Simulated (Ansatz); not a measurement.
This script makes vertical energies of changing the electron count of HLi with the Python package of Ansatz (0.2.0).

The script, `ip_hli.py`:
```python
'''Vertical ionisation energy of HLi.'''

from dataclasses import dataclass

import ansatz as az
from ase import Atoms


@dataclass(frozen=True)
class Settings:
    basis_set: str = '6-31G*'
    level: str = 'MP2'


opts = Settings()


def energy(molecule, charge=0, unpaired=0):
    calc = (
        molecule.calculation()
        .basis(gaussian=opts.basis_set)
        .correlation(opts.level)
    )
    if charge:
        calc = calc.charge(charge)
    if unpaired:
        calc = calc.spin('collinear', total=unpaired)
    return calc.run().report['free_energy_ev']


def main() -> None:
    atoms = Atoms(['Li', 'H'], positions=[
        (0.0, 0.0, 0.0),
        (0.0, 0.0, 1.605),
    ])
    hli = az.Crystal.molecule_from_ase(atoms)

    # total-energy differences at one geometry
    parent = energy(hli, 0, 0)
    cation = energy(hli, 1, 1)
    print(f'E(N)   = {parent:.5f} eV')
    print(f'E(N-1) = {cation:.5f} eV  (1 unpaired)')
    print(f'vertical ionisation energy {cation - parent:.3f} eV')


if __name__ == '__main__':
    main()
```

What does it cost to change the electron count at this fixed geometry?

At this unrelaxed geometry removing an electron costs 7.44 eV.

The output:

```console
$ python ip_hli.py
E(N)   = -217.59223 eV
E(N-1) = -210.14937 eV  (1 unpaired)
vertical ionisation energy 7.443 eV
```

Caveats:
- Total energies depend on the basis set; only differences at equal settings carry meaning.
- The geometry is a force-field or estimated start, not a minimum of this method, and the basis set is short of its limit. All parts are taken at fixed geometry, without zero-point energy. At an unrelaxed start these energies can be a whole eV from those at the minimum, and a small affinity can change sign.
- Wall time of the script: 0.5 s on 1 thread of Arm Neoverse V2 (shared host), peak memory 0.14 GiB.
